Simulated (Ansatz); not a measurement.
## Ansatz (development build ahead of 0.2.0) run

```yaml
crystal:
  periodic: [false, false, false]
  atoms:
    - { symbol: C, position_ang: [0.00075, 0.00677, 0.6748] }
    - { symbol: C, position_ang: [-0.00386, -0.00587, -0.66036] }
    - { symbol: H, position_ang: [0.00737, 0.91856, 1.24294] }
    - { symbol: H, position_ang: [0.00742, -0.92539, 1.24389] }
    - { symbol: H, position_ang: [0.00586, 0.93023, -1.23439] }
    - { symbol: H, position_ang: [0.00093, -0.91692, -1.22968] }
basis:
  gaussian: { orbitals: cc-pVTZ }
hamiltonian:
  xc: hf
correlation:
  method: mp2
  frozen_orbitals: { C: 1, H: 0 }
output:
  forces: true
```

The input is written out in the form of the current development build from the run's settings.

Results

| Quantity | Value |
| --- | --- |
| Converged | yes |
| Reference energy | -78.06320 hartree |
| Correlation energy | -0.33569 hartree |
| Total energy | -78.39888 hartree |
| Spin squared of the determinant | 0.000 |
| Stability test | minimum among restricted orbitals |

Forces (eV/Å):
```
atom      Fx      Fy      Fz
  C1   0.025  -0.672  -0.062
  C2   0.065   0.837  -0.055
  H3  -0.010   0.224   0.030
  H4  -0.024   0.321  -0.211
  H5  -0.036  -0.481   0.323
  H6  -0.020  -0.230  -0.026
```
